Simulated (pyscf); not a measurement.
Structures and frequencies: ωB97X-D3(BJ)/def2-SVP in PySCF.

### Question
How much does it cost (ΔH, 298 K, ωB97M-D3(BJ)/def2-TZVP) to split H₃C–C(=O)–Re(=O)(=O)=O at its C–Re bond into H₃C–C•=O + [O=Re(=O)=O]•?

### Answer
C–Re to H₃C–C•=O + [O=Re(=O)=O]•: 245.2 kJ/mol. The 7 functionals that were run give +238.6 (M06-2X) to +269.8 kJ/mol (ωB97X-D3(BJ)/def2-TZVP). The radicals are drawn with the spin at the cut bond; how far it spreads was not checked. Other isomers of H₃C–C•=O, [O=Re(=O)=O]• were not searched in full and may lie lower. Open-shell species with a d-block atom are single-reference here; other states, and whether the spin sits on metal or ligand, were not checked. Elements past Kr carry the def2 core potentials, without spin-orbit coupling.
